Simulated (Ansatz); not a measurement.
Ideal-gas functions of H4SSi2, SMILES `[SiH2]1[SiH2]S1` at 800 K and 1 bar, from an Ansatz frequency run at PBE0-D4/def2-TZVP.

Molar mass 92.27 g/mol, point group C2v (symmetry number 2), electronic degeneracy 1, moments of inertia 78.132, 91.524, 157.523 u Å². Harmonic wavenumbers (cm⁻¹, unscaled): 395, 405, 444, 553, 585, 593, 594, 606, 729, 941, 943, 2234, 2237, 2248, 2255.

Use S(trans) = R[1.5 ln M + 2.5 ln T − 1.1517]; rotational temperatures θ = 24.2544 K / I; S(rot) = R[ln(√π/σ · √(T³/θAθBθC)) + 1.5]; for each mode x = 1.438777 ν̃/T, S = R[x/(eˣ − 1) − ln(1 − e⁻ˣ)] and H = RT x/(eˣ − 1); 1 cm⁻¹ = 0.0119627 kJ/mol; R = 8.31446 J/(mol·K).

Q: By hand: the entropy, in J/(mol·K).

A: Translation 185.8. Rotation: θ = 0.3104, 0.265, 0.154 K, giving 113.0. Vibration, mode by mode: 11.33, 11.13, 10.40, 8.69, 8.27, 8.16, 8.15, 8.00, 6.63, 4.87, 4.85, 0.76, 0.76, 0.75, 0.74, in all 93.5. Electronic 0.0. Sum 392.3 J/(mol·K).

Q: By hand: H − E and G − E in kJ/mol, counted from the electronic energy.

A: Zero-point energy ½ × 15762 × 0.0119627 = 94.3; thermal vibration 42.4; translation, rotation and pV give 4 RT = 26.6. H − E = 163.3 kJ/mol, and G − E = 163.3 − 800 × 392.3/1000 = -150.5 kJ/mol.

Vibration gives 24 % of the entropy.
